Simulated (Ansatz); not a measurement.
# AlB₂H₅: taking an electron away

How much energy removes an electron from AlB₂H₅ at fixed geometry? The cation is run at each level and the neutral's energy taken from earlier runs.

Program: Ansatz 0.2.0, Gaussian basis. Level of theory: unrestricted cation, the program's frozen cores in correlated methods. These are calculated values, not measurements.

Plan: UKS PBE-D4/def2-TZVPP; UKS r2SCAN-D4/def2-TZVPP; UKS PBE0-D4/def2-TZVPP; UKS B3LYP-D4/def2-TZVPP; UKS wB97X-V/def2-TZVPP; UKS wB97M-V/def2-TZVPP; UKS B2PLYP/def2-TZVPP; UHF-CCSD(T)/def2-TZVPP; UHF-MP2/def2-QZVPP; extrapolation to the limit; then −ε(HOMO) from the neutral's earlier runs with LDA (SPW92), PBE-D4, revPBE-D4, BLYP-D4, r2SCAN-D4, B97M-V, PBE0-D4, B3LYP-D4, r2SCANh-D4, r2SCAN0-D4, HSE06-D4, BHLYP-D4, CAM-B3LYP-D4, LC-ωPBE, ωB97X-V, ωB97M-V.

## Step 1: Structure used throughout

The geometry comes from an earlier relaxation with PBE0-D4/def2-TZVP; it is a stationary point, not always the lowest conformer.

8 atoms, charge 0, spin multiplicity 1.

Atoms are counted from 1 here; the program's logs count them from 0.

Bond lengths: B1–B2 1.526 Å, B1–Al3 2.153 Å, B1–H4 1.232 Å, B1–H5 1.198 Å, B2–Al3 2.347 Å, B2–H6 1.182 Å, Al3–H7 1.592 Å, Al3–H8 1.582 Å. Angles: B2–B1–Al3 77.2°, B2–B1–H4 121.1°, B2–B1–H5 120.9°, Al3–B1–H4 69.1°, Al3–B1–H5 114.8°, H4–B1–H5 116.9°, B1–B2–Al3 63.5°, B1–B2–H6 176.9°, Al3–B2–H6 117.9°, B1–Al3–B2 39.4°, B1–Al3–H7 117.3°, B1–Al3–H8 117.6°, B2–Al3–H7 92.4°, B2–Al3–H8 144.1°, H7–Al3–H8 121.9°.

Geometry (Å):

```xyz
8
AlB2H5
B    -0.9103    0.5968   -0.3034
B     0.4703    1.1217   -0.6884
Al    0.4132   -0.8802    0.5357
H    -1.2680   -0.5408   -0.6144
H    -1.5875    1.1777    0.4958
H     1.5275    1.5803   -0.9513
H     1.4367   -1.5917   -0.4549
H     0.0102   -1.5209    1.9251
```

## Step 2: Cation, UKS PBE-D4/def2-TZVPP

in.yaml reads:

```yaml
crystal:
  periodic: [false, false, false]
  atoms:
    - {symbol: B, position_ang: [-0.910322, 0.596770, -0.303386]}
    - {symbol: B, position_ang: [0.470348, 1.121704, -0.688409]}
    - {symbol: Al, position_ang: [0.413197, -0.880168, 0.535714]}
    - {symbol: H, position_ang: [-1.267963, -0.540830, -0.614385]}
    - {symbol: H, position_ang: [-1.587543, 1.177742, 0.495767]}
    - {symbol: H, position_ang: [1.527531, 1.580332, -0.951270]}
    - {symbol: H, position_ang: [1.436710, -1.591716, -0.454902]}
    - {symbol: H, position_ang: [0.010241, -1.520934, 1.925074]}
basis:
  gaussian: {orbitals: def2-TZVPP}
total_charge: 1
magnetization: {spin_polarized: true, initial_magnetization: 1}
hamiltonian: {xc: pbe, dispersion: d4}
```

On the command line:

```console
> ansatz run in.yaml --threads 2 --pin off --events-out ev --progress --plain --max-ram 4352MiB
```

The runs that follow: Cation, UKS r2SCAN-D4/def2-TZVPP; Cation, UKS PBE0-D4/def2-TZVPP; Cation, UKS B3LYP-D4/def2-TZVPP; Cation, UKS wB97X-V/def2-TZVPP; Cation, UKS wB97M-V/def2-TZVPP; Cation, UKS B2PLYP (frozen core)/def2-TZVPP; Cation, UHF-CCSD(T)/def2-TZVPP; Cation, UHF-MP2/def2-QZVPP.

Before running them: what should the planned runs give, taken together? Wanted: ionisation energy, CCSD(T)/CBS; nearest functional by difference; nearest −ε(HOMO); −ε(HOMO) of PBE; T1 of the cation.

**Answer**, as computed:

| quantity | value |
| --- | --- |
| ionisation energy, CCSD(T)/CBS | 9.24 eV |
| nearest functional by difference | ωB97M-V (-0.15 eV) |
| nearest −ε(HOMO) | ωB97X-V (-0.07 eV) |
| −ε(HOMO) of PBE | 6.00 eV |
| T1 of the cation | 0.019 |

What this shows: By cation minus neutral, the functionals miss by 0.29 eV at most. The PBE orbital energy is 3.2 eV too small: a semilocal HOMO is no ionisation energy. Among orbital estimates ωB97X-V comes nearest. Hartree-Fock falls 1.28 eV short, as the neutral has more correlation energy than the cation.
